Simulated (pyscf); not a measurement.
## Routes from H₃C–In(OH)–OH (SMILES [CH3][In]([OH])[OH]) + H₂ (SMILES [H][H])

Candidate steps break at most two bonds and form at most two. Each was searched with GFN2-xTB (tblite) first. Optimised with ωB97X-D3(BJ)/def2-SVP in PySCF. Energies: ωB97M-D3(BJ)/def2-TZVP, kcal/mol, from the separated reactants, singlet surface; ΔG‡ with ideal gas, 1 atm, RRHO with modes under 100 cm⁻¹ raised to 100, one conformer, R ln 2 for chiral ones without a mode under 150 cm⁻¹.

| products | type | ΔE‡ | ΔE | ΔG‡ 298 K | ΔG‡ 900 K | ν‡ (cm⁻¹) |
|---|---|---|---|---|---|---|
| H₃C–InH–OH + H₂O | concerted two-bond exchange | 18.6 | +2.7 | 27.5 | 45.9 | 1223i |
| HO–InH–OH + CH₄ | four-centre exchange | 49.9 | -10.7 | 57.4 | 74.2 | 1836i |

Row 1: On the product side the descent ends in an adduct with a In–O contact (not fully relaxed), 17.5 kcal/mol under the separated species and 31.3 kcal/mol under the saddle at ωB97X-D3(BJ)/def2-TZVP. Row 2: On the product side the descent ends in a complex (not fully relaxed), 4.1 kcal/mol under the separated species and 62.5 kcal/mol under the saddle at ωB97X-D3(BJ)/def2-TZVP. 

Plain bond fissions and candidates not yet searched are not listed, and one of them may be faster. Each barrier is that of the saddle found; lower ones may exist. Elements past Kr carry the def2 core potentials, without spin-orbit coupling.
